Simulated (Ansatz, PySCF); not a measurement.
Species: C₄H₅, net charge 0, doublet state. It need not be the lowest isomer of its formula. 
Structure (B3LYP-D3(BJ)/def2-TZVP (Ansatz, a program for electronic structure) minimum search):
```
C
H 1 1.0800
C 1 1.4541 2 129.43
H 3 1.0820 1 125.05 2 3.66
C 3 1.4541 4 125.05 1 81.77
H 5 1.0800 3 129.43 4 -3.66
C 1 1.4962 2 126.14 3 -149.89
H 7 1.0852 1 117.05 2 6.32
H 7 1.0866 8 114.57 1 144.21
```
Charge 0, spin multiplicity 2.

Dipole moments at this geometry, in debye (magnitudes).

```tsv
level	program	dipole (D)
HF/def2-TZVPD	PySCF	?
SVWN5/def2-TZVPD	Ansatz	1.80
PBE/def2-TZVPD	Ansatz	1.72
BLYP/def2-TZVPD	Ansatz	1.72
revPBE/def2-TZVPD	Ansatz	1.71
B97M-V/def2-TZVPD	Ansatz	1.67
B3LYP/def2-TZVPD	Ansatz	1.72
TPSSh/def2-TZVPD	PySCF	1.69
r2SCANh/def2-TZVPD	Ansatz	1.67
r2SCAN0/def2-TZVPD	Ansatz	1.66
LC-wPBE/def2-TZVPD	Ansatz	1.75
wB97M-V/def2-TZVPD	Ansatz	1.76
wB97X-V/def2-TZVPD	Ansatz	?
```

Task: What belongs in the gaps?

Result: 
- HF/def2-TZVPD, dipole (D): 1.58
- wB97X-V/def2-TZVPD, dipole (D): 1.77
